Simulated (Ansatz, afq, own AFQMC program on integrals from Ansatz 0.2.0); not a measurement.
**SiH₄, singlet in 6-31G, levels against full CI**

```xyz
5

Si    0.0000    0.0000    0.0000
H     0.7557    0.7583    0.7566
H    -0.7590   -0.7545    0.7571
H    -0.7547    0.7554   -0.7604
H     0.7580   -0.7593   -0.7533
```

Basis 6-31G. Noble-gas cores (and the filled d shells of Ga–Kr and In–Xe) are frozen. Integrals, coupled cluster, full CI and functionals: Ansatz 0.2.0; the random walks run on the same integrals in our own AFQMC program. The CISD trial takes its coefficients from CCSD amplitudes. Released means that phaseless walkers are propagated on without the constraint, phases kept. Uncertainties: one standard error, sampling alone.

Determinant: RHF, the one that the program's search chose, which needn't be the lowest solution. The geometry is a point of a scan.

Full CI on the same integrals is exact in this basis and with this determinant's frozen core.

* T1 diagnostic: 0.0079
* weight of the determinant in the CISD state: 0.954
* size of the correlated space: 8 electrons in 16 orbitals

| level | correlation energy (eV) |
| --- | --- |
| MP2 | -1.5440 |
| CCSD | -2.0873 |
| CCSD(T) | -2.1050 |

Estimate where AFQMC with the constraint released lies against CCSD(T) on the same integrals.

0.6 ± 0.03 kJ/mol below CCSD(T).

Reference: full CI, correlation energy -2.111 eV. The released energy is read at 2.40 1/Eh (meV from the phaseless value at times in 1/Eh: 0.1 ± 0.5 at 0.24, 0.2 ± 0.4 at 0.51, 0.1 ± 0.3 at 0.99, 0.1 ± 0.3 at 1.62, -0.3 ± 0.3 at 2.40).

```csv
level,E − E(reference) (kJ/mol),share of correlation (%)
CCSD(T),0.6,99.70
CCSDT,0.0,99.98
CCSDT(Q),0.0,100.00
CCSDTQ,0.0,100.00
ph-AFQMC/CISD,0.0 ± 0.05,99.99
released AFQMC,0.0 ± 0.03,100.00
```

CCSDT and higher add their correlation energy to the determinant of the CCSD(T) run, since their own runs factorise the integrals more tightly (a shift of under 2 meV). A walk keeps the symmetry of its determinant, which the program's search chose and which needn't be the lowest solution, so a lower state of the same spin and another symmetry isn't excluded. Released energies are given only where the last usable release times agree within the noise; a slower fall can still hide under it.
